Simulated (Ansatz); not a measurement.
hcp Gd was calculated with PBE-D3(BJ) (plane waves, PAW; Ansatz, a first-principles code).

Settings: plane-wave cutoff 500 eV, 24×24×14 k mesh (along the axes of the cell as run), Fermi–Dirac smearing 0.1 eV, spin-polarised with parallel moments, scalar-relativistic PAW data made under PBE.

Computed at the level's own relaxed cell.

### Question
Estimate the equilibrium volume per atom, equilibrium lattice constant a, c axis length and magnetic moment per atom (the cell's total over its atoms) that the calculation returns.

### Answer

- equilibrium volume per atom = 31.58 Å³/atom
- equilibrium lattice constant a = 3.572 Å
- c axis length = 5.714 Å
- magnetic moment per atom (the cell's total over its atoms) = 7.57 μB

Measured, for comparison: equilibrium volume per atom 33.05 Å³/atom (room temperature, no zero-point or thermal correction; as tabulated in Söderlind et al. (2014), doi:10.1088/0953-8984/26/41/416001); lattice constant a 3.634 Å (293 K, no zero-point or thermal correction, our sources range from 3.634 to 3.640; as tabulated in Wikipedia's data pages); lattice parameter c 5.782 Å (293 K, no zero-point or thermal correction; as tabulated in Wikipedia's data pages). Computed (rounded) less measured: equilibrium volume per atom -4.4 %, lattice constant a -1.7 % (-1.7 % to -1.9 % over the range), lattice parameter c -1.2 %. A static lattice is as a rule a little smaller and stiffer than an uncorrected measurement, which can account for part of this.

Note: the 4f shell is treated without U or exact exchange, so its levels and filling can be wrong; the collinear magnetic order is the start's and need not be the measured one.

Moments are spin moments.

Spin–orbit coupling is not included.

Static lattice: no zero-point or thermal effects.
